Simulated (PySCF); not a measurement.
## One molecule, many functionals

Compound: silicon difluoride, SiF2 (singlet state).
InChI=1S/F2Si/c1-3-2

Linear-response calculations in the def2-SVPD basis (PySCF; singlets by full response, triplets Tamm–Dancoff, core orbitals frozen in the response; HF means time-dependent Hartree–Fock). 'Strongest' is the level of largest summed f among the singlets computed (10 roots, of which the last may lack a degenerate partner); it can jump between rows when another state enters that window. S1 is the lowest singlet of each run and needn't be the same state throughout; f(S1) is that of one state. Isolated species at its PBE0-D3(BJ)/def2-SVP geometry, gas phase.

```
functional                               kind  S1 (eV)  f(S1)  strongest (eV)  T1 (eV)  HOMO (eV)  gap (eV)  ionisation energy, ΔSCF (eV)
       LDA                                LDA     5.38  0.135            8.30     3.36      -7.47      4.08                         11.29
       PBE                                GGA     5.37  0.136            8.24     3.11      -7.35      4.12                         11.05
     B3LYP  global hybrid, 20% exact exchange     5.54  0.157            7.89     3.21      -8.38      5.80                         11.32
      PBE0  global hybrid, 25% exact exchange     5.52  0.162            7.94     3.02      -8.55      6.18                         11.19
 BHandHLYP  global hybrid, 50% exact exchange     5.68  0.186            8.15     3.10      -9.67      8.23                         11.32
 CAM-B3LYP             range-separated hybrid     5.59  0.165            8.01     3.18      -9.94      8.71                         11.39
   wB97X-D             range-separated hybrid     5.53  0.169            7.99     3.23     -10.47      9.91                         11.32
   LC-wPBE             range-separated hybrid     5.53  0.166            8.07     2.92     -11.21     11.17                         11.25
        HF                       Hartree–Fock     5.79  0.228            8.30     2.47     -11.26     12.15                   not settled
```

S1 runs from 5.37 eV (PBE) to 5.79 eV (HF), a spread of 0.42 eV, while the orbital gap spreads over 8.1 eV. −ε(HOMO) comes closest to its own ΔSCF ionisation energy with LC-wPBE (-0.03 eV) and misses most with LDA (-3.82 eV). 'Not settled' means that the ion's SCF failed to converge or may have ended in another state than the lowest.
